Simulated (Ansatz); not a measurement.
Loss of CH4: C2H5FO → CHFO + CH4

Species: C2H5FO (methoxymethyl fluoride) `COCF`, singlet; CHFO (formyl fluoride) `O=CF`, singlet; CH4 (methane) `C`, singlet. 

Shapes, held fixed at every level: PBE0-D4/def2-TZVP. Flexible molecules stand in one conformer, not always the lowest. Programs: Ansatz 0.2.0. The zero-point and thermal change to 298 K, harmonic and unscaled (PBE0-D4/def2-TZVP), is -14.7 kJ/mol.

```tsv
level	kind	ΔH(298 K) (kJ/mol)	less CCSD(T)/CBS estimate
SPW92/def2-TZVPP	LDA	-17.5	+31.8
B3LYP-D4/def2-TZVPP	global hybrid	-57.4	-8.1
BHLYP-D4/def2-TZVPP	global hybrid	-42.4	+6.9
wB97M-V/def2-TZVPP	range-separated hybrid	-50.5	-1.2
CCSD(T)/def2-SVP	coupled cluster or CI	-64.0	-14.7
CCSD(T)/def2-TZVPP	coupled cluster or CI	-53.7	-4.4
CCSD(T)/CBS estimate	coupled cluster or CI	-49.3	0.0
```

The highest level, CCSD(T)/CBS estimate, gives ΔH(298 K) = -49.3 kJ/mol; the levels span -64.0 to -17.5. The column of differences is taken from that level and isn't an error. No measured value is set beside it here. The CBS estimate extrapolates MP2 from def2-TZVPP and def2-QZVPP and adds CCSD(T) − MP2 in the triple-zeta set, cores frozen.
